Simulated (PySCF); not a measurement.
**Helium: a sound run and one with changed settings**

Sound run: He 1s2, He⁺ 1s1. Calculation: PySCF 2.14, in jorge-DZP-DKH; scalar relativity by spin-free X2C-1e. The sound run starts from symmetry-adapted Hartree-Fock orbitals and uses a fine grid where one is needed.

A second run was set up differently.

```csv
species,method,sound run (hartree),changed run (hartree),converged
He,UHF,-2.85525,-2.85525,yes
He,MN15,-2.91038,-2.91188,yes
He,TPSS,-2.90263,-2.90319,yes
He⁺,UHF,-1.99370,-1.99370,yes
He⁺,MN15,-1.99695,-1.99704,yes
He⁺,TPSS,-1.99486,-1.99513,yes
```

Ionisation energy of He:

| method | sound run (eV) | changed run (eV) |
| --- | --- | --- |
| UHF | 23.444 | 23.444 |
| MN15 | 24.856 | 24.894 |
| TPSS | 24.702 | 24.710 |

What was changed?
A. basis contracted for another Hamiltonian
B. level shift left on
C. radial grid too coarse
D. a valence shell is frozen

C. It used radial step 0.5 in ln r (0.13 in the sound run). A coarse radial grid mis-integrates the density and the exchange-correlation energy, with errors of either sign; Hartree-Fock needs no grid.
